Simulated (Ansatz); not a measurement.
Molecule: 1,1,2,2-tetrafluoroethene, C2F4, charge 0, multiplicity 1. SMILES: C(F)(F)=C(F)F
Structure (B3LYP-D3(BJ)/def2-TZVP (Ansatz, a quantum-chemistry and plane-wave program) minimum search):
```
C
F 1 1.3190
F 1 1.3190 2 113.18
C 1 1.3209 2 123.41 3 180.00
F 4 1.3190 1 123.41 2 -180.00
F 4 1.3190 5 113.18 1 180.00
```
Charge 0, spin multiplicity 1.

Quantity: atomisation energy, in kcal/mol. Conventions: atomisation electronic, to ground-state atoms; non-relativistic; valence correlation only; open shells spin-unrestricted; 6-311+G** with 5d; no dispersion term unless named; 6-31G* and kin with 6d, 5d where marked; spin-orbit terms left out. CBS(X,Y): correlation extrapolated as X^-3; Hartree-Fock from the larger set. [CCSD(T)-MP2]/basis is that difference in the basis named. Ab initio and DFT rows: single points at B3LYP-D3(BJ) geometries (Ansatz).

Coupled cluster (Ansatz) is a level with limits of its own, used here on species with T1 under 0.025 (0.045 for open shells) and stable references: RI-MP2/CBS(cc-pVTZ,cc-pVQZ)+[CCSD(T)-MP2]/cc-pVTZ.

Value to compare with, RI-MP2/CBS(cc-pVTZ,cc-pVQZ)+[CCSD(T)-MP2]/cc-pVTZ (Ansatz): 587.4 kcal/mol.

```tsv
level	program	atomisation energy (kcal/mol)	difference
HF/STO-3G	Ansatz	350.1	-237.3
HF/6-311+G**	Ansatz	361.2	-226.2
SVWN5/6-31G*	Ansatz	756.8	169.4
B3LYP/6-31G*	Ansatz	592.8	5.4
B3LYP/def2-SVP	Ansatz	602.1	14.7
B3LYP/cc-pVDZ	Ansatz	580.1	-7.3
PBE0/6-311+G**	Ansatz	583.9	-3.5
MP2/STO-3G	Ansatz	446.9	-140.5
MP2/6-31G*	Ansatz	580.7	-6.7
MP2/6-311+G**	Ansatz	569.6	-17.8
PBE/def2-TZVPD	Ansatz	630.0	42.6
r2SCAN-D4/def2-TZVPD	Ansatz + dftd4	597.1	9.7
B3LYP/def2-TZVPD	Ansatz	582.9	-4.5
```

Among the 10 habitual levels, HF/STO-3G lies farthest from RI-MP2/CBS(cc-pVTZ,cc-pVQZ)+[CCSD(T)-MP2]/cc-pVTZ (Ansatz) (-237.3 kcal/mol) and PBE0/6-311+G** nearest (-3.5); 3 of 10 lie above it, and their mean absolute difference is 82.9 kcal/mol, the median 16.2. One case shows no general order.

The levels are drawn from those run, B3LYP/6-31G* more often than the rest, none by its result; runs whose electronic state is in doubt are left out.
